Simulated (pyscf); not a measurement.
Single points on ωB97X-D3(BJ)/def2-SVP structures (PySCF, gas phase). MP2 and CC: frozen core, UHF for open shells. ΔMP2 is the change of the MP2 total energy from the triple- to the quadruple-zeta basis.

SMILES: [CH]([InH2])=C
```xyz
8

C     -1.9524     0.1295     0.4202
C     -0.6654     0.4582     0.2365
In     0.4139    -0.2926    -1.4500
H     -2.5383     0.4963     1.2749
H     -2.4916    -0.5262    -0.2762
H     -0.2002     1.1193     0.9798
H      2.0729     0.1034    -1.7265
H     -0.4710    -1.3217    -2.5243
```
Charge 0, spin multiplicity 1.

Problem. What is the homolytic dissociation enthalpy (298 K, CCSD(T)/def2-TZVPP + ΔMP2(QZVPP)) of the C–In bond of H₂C=CH–InH₂ (SMILES C=[CH][InH2]), to •HC=CH₂ + InH₂•?

Solution. C–In to •HC=CH₂ + InH₂•: 3.23 eV. The radicals are drawn with the spin at the cut bond; how far it spreads was not checked. H₂C=CH–InH₂ lies 1.42 eV over its isomer H₃C–CH₂–In [singlet] (electronic energy, ωB97M-D3(BJ)/def2-TZVP). Other isomers of •HC=CH₂ were not searched in full and may lie lower. The CCSD(T) − MP2 part came from Ansatz, without density fitting, on the same reference. A UHF reference is spin-contaminated (<S²> up to 0.96), which harms MP2 most. The frozen core leaves the outer d or s,p core shells of the metals and heavy elements correlated in the MP2 and CC values, and def2-TZVPP describes them poorly, which can shift differences by a few kcal/mol. Elements past Kr carry the def2 core potentials, without spin-orbit coupling.
